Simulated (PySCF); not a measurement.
Cyclopropanone, C₃H₄O, SMILES O=C1CC1, point group C2v.

Force field and properties: PBE0/pcSseg-1 (PySCF, grid level 2). Vibrational terms come from second-order perturbation theory with semi-diagonal cubic constants, by steps of ±0.6 along the normal coordinates of each isotopologue. The parent has the commonest isotopes.

Equilibrium geometry in the parent's principal axes a, b, c (Å):

| atom | a | b | c |
| --- | --- | --- | --- |
| O1 | 1.49 | 0.00 | 0.00 |
| C2 | 0.30 | 0.00 | 0.00 |
| C3 | -0.94 | -0.78 | 0.00 |
| C4 | -0.94 | 0.78 | 0.00 |
| H5 | -1.24 | -1.29 | 0.92 |
| H6 | -1.24 | -1.29 | -0.92 |
| H7 | -1.24 | 1.29 | -0.92 |
| H8 | -1.24 | 1.29 | 0.92 |

Ground-state constants (MHz). Parent: 20288.6, 7474.6, 5889.0. A species with one ¹³C: 20288.0, 7465.3, 5883.3.

Q: Which position carries the label?

A: Moments I = 505379/B are 24.9095, 67.6130, 85.8171 and 24.9102, 67.6970, 85.9006 u Å². With M = 56.0262 u and Δm = 1.0034 u, μ = MΔm/(M + Δm) = 0.9857 u. Kraitchman's equations give |a|, |b|, |c| = 0.291, 0.011, 0.025 Å. That is C2, whose equilibrium values are 0.300, 0.000, 0.000 Å.
